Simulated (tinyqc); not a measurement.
Inside a calculation. Method: CCSD on RHF in the sto-3g basis, for H2O, spin multiplicity 1. One step of it, computed by the program tinyqc.

Problem. Iteration 8 (converged): orbitals. Diagonalise F' = X^T F X, C = X C', fill 5 alpha and 5 beta electrons from the bottom; D = 2 C_occ C_occ^T. Each column has its largest component positive (the first on a tie).

converged F (hartree), order 1O 1s, 1O 2s, 1O 2px, 1O 2py, 1O 2pz, 2H 1s, 3H 1s:
```
[[-20.251637, -5.165135, 0.000000, 0.000000, -0.029008, -1.105630, -1.105630],
 [-5.165135, -2.445244, 0.000000, 0.000000, -0.126814, -0.974382, -0.974382],
 [0.000000, 0.000000, -0.397546, 0.000000, 0.000000, 0.000000, 0.000000],
 [0.000000, 0.000000, 0.000000, -0.288221, 0.000000, -0.356418, 0.356418],
 [-0.029008, -0.126814, 0.000000, 0.000000, -0.341569, -0.405533, -0.405533],
 [-1.105630, -0.974382, 0.000000, -0.356418, -0.405533, -0.549464, -0.419216],
 [-1.105630, -0.974382, 0.000000, 0.356418, -0.405533, -0.419216, -0.549464]]
```

X, order 1O 1s, 1O 2s, 1O 2px, 1O 2py, 1O 2pz, 2H 1s, 3H 1s:
```
[[1.024007, -0.141161, 0.000000, 0.000000, -0.010639, 0.020688, 0.020688],
 [-0.141161, 1.216692, 0.000000, 0.000000, 0.112669, -0.269450, -0.269450],
 [0.000000, 0.000000, 1.000000, 0.000000, 0.000000, 0.000000, 0.000000],
 [0.000000, 0.000000, 0.000000, 1.086890, 0.000000, -0.202656, 0.202656],
 [-0.010639, 0.112669, 0.000000, 0.000000, 1.065179, -0.156415, -0.156415],
 [0.020688, -0.269450, 0.000000, -0.202656, -0.156415, 1.193797, -0.109813],
 [0.020688, -0.269450, 0.000000, 0.202656, -0.156415, -0.109813, 1.193797]]
```

Give: F' = X^T F X; orbital energies; coefficients C; D after iteration 8.

Solution.

F' = X^T F X (hartree):
```
[[-19.874, -2.690, 0.000, 0.000, -0.059, -0.164, -0.164],
 [-2.690, -1.269, 0.000, 0.000, 0.121, -0.478, -0.478],
 [0.000, 0.000, -0.398, 0.000, 0.000, 0.000, 0.000],
 [0.000, 0.000, 0.000, -0.037, 0.000, -0.436, 0.436],
 [-0.059, 0.121, 0.000, 0.000, -0.154, -0.358, -0.358],
 [-0.164, -0.478, 0.000, -0.436, -0.358, 0.006, -0.125],
 [-0.164, -0.478, 0.000, 0.436, -0.358, -0.125, 0.006]]
```

orbital energies (hartree): [-20.260, -1.266, -0.576, -0.480, -0.398, 0.590, 0.670]

coefficients C, order 1O 1s, 1O 2s, 1O 2px, 1O 2py, 1O 2pz, 2H 1s, 3H 1s:
```
[[0.994, -0.233, 0.000, 0.109, 0.000, -0.121, 0.000],
 [0.026, 0.842, 0.000, -0.563, 0.000, 0.795, 0.000],
 [0.000, 0.000, 0.000, 0.000, 1.000, 0.000, 0.000],
 [0.000, 0.000, 0.631, 0.000, 0.000, 0.000, 0.931],
 [0.004, 0.130, 0.000, 0.727, 0.000, 0.807, 0.000],
 [-0.005, 0.155, 0.453, 0.305, 0.000, -0.754, -0.828],
 [-0.005, 0.155, -0.453, 0.305, 0.000, -0.754, 0.828]]
```

D after iteration 8, order 1O 1s, 1O 2s, 1O 2px, 1O 2py, 1O 2pz, 2H 1s, 3H 1s:
```
[[2.109, -0.464, 0.000, 0.000, 0.107, -0.016, -0.016],
 [-0.464, 2.052, 0.000, 0.000, -0.598, -0.082, -0.082],
 [0.000, 0.000, 2.000, 0.000, 0.000, 0.000, 0.000],
 [0.000, 0.000, 0.000, 0.795, 0.000, 0.572, -0.572],
 [0.107, -0.598, 0.000, 0.000, 1.090, 0.483, 0.483],
 [-0.016, -0.082, 0.000, 0.572, 0.483, 0.645, -0.177],
 [-0.016, -0.082, 0.000, -0.572, 0.483, -0.177, 0.645]]
```
